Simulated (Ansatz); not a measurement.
**[H···H···H], doublet in cc-pVQZ: errors against full CI**

Geometry: a point of a hydrogen-transfer path between rigid fragments, not a stationary point.

```xyz
3

H     0.0000    0.0000   -0.8823
H     0.0000    0.0000    0.0527
H     0.0000    0.0000    0.8297
```

Basis cc-pVQZ; Ansatz 0.2.0. Correlated methods freeze the noble-gas cores, which leaves 3 electrons in 90 orbitals. R marks a restricted (for open shells ROHF) determinant, U an unrestricted one.

Full CI is exact within this basis and frozen core; it isn't the basis-set limit.

For open shells CISD is restricted-active-space CI with the open shells as a complete middle space.

The UHF ⟨S²⟩ is 0.773. The T1 diagnostic (RCCSD) is 0.0339. The largest doubles amplitude (RCCSD) is 0.059 and the T1 diagnostic (UCCSD) is 0.0163.

Problem. From what is known of these methods and the diagnostics, rank them by the size of their error in total energy against full CI in cc-pVQZ, smallest first (an estimate: the text doesn't fix the numbers).
A. RCCSDT
B. RHF
C. UHF
D. CISD
E. UMP2

Solution. A (0.0 kJ/mol), D (1.6 kJ/mol), E (29.1 kJ/mol), C (137.5 kJ/mol), B (157.1 kJ/mol).

All errors are against full CI in cc-pVQZ. Below it: RCCSDT. Within each family the higher level lies nearer, as is usual though not guaranteed.

The full-CI state has the irrep A1 of C2v, in the program's axes (one component, if the state is degenerate).

Natural occupations of full CI about the gap: 1.957 0.996 0.022 0.006 0.005 0.004 0.004 0.002 0.002 0.001; effectively unpaired electrons, Σ n²(2−n)², 1.01.
